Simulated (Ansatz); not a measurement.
Pressure series in Au

Consider Au in the fcc (Cu type) structure (space group Fm-3m, No. 225; a = 4.048 Å).

Cell and atoms are relaxed at each pressure.

Level of theory: LDA in Ansatz (plane waves to 420 eV, PAW, no SOC).

| pressure (GPa) | volume per atom (Å³/atom) |
|---|---|
| -2 | 16.762 |
| -1 | 16.672 |
| 0 | 16.584 |
| 0.9 | 16.510 |
| 2.1 | 16.410 |
| 4.5 | ? |
| 9 | 15.910 |
| 15 | 15.545 |
| 22.5 | 15.153 |

Fit the third-order Birch–Murnaghan form P(V) = (3B₀/2)[(V₀/V)^(7/3) − (V₀/V)^(5/3)]·[1 + (3/4)(B₀′ − 4)((V₀/V)^(2/3) − 1)] (squares taken in P) to the rows shown and predict the withheld row.

Least squares on the printed values gives V₀ = 16.584 Å³/atom, B₀ = 193 GPa, B₀′ = 5.7; this predicts 16.225 Å³/atom, and the run gives 16.225 Å³/atom, in agreement.

Measured bulk modulus of Au: 182 GPa (static lattice; corrected from measurement; as listed in Daniel Mejia-Rodriguez, S. B. Trickey, Phys. Rev. B (2018)); the computed value is 6 % above it.

Load acts through the strain it causes; cell and atoms are relaxed under it. Whether these cells are dynamically stable was not tested. Competing high-pressure phases were not computed.

Ansatz is a program for electronic structure.
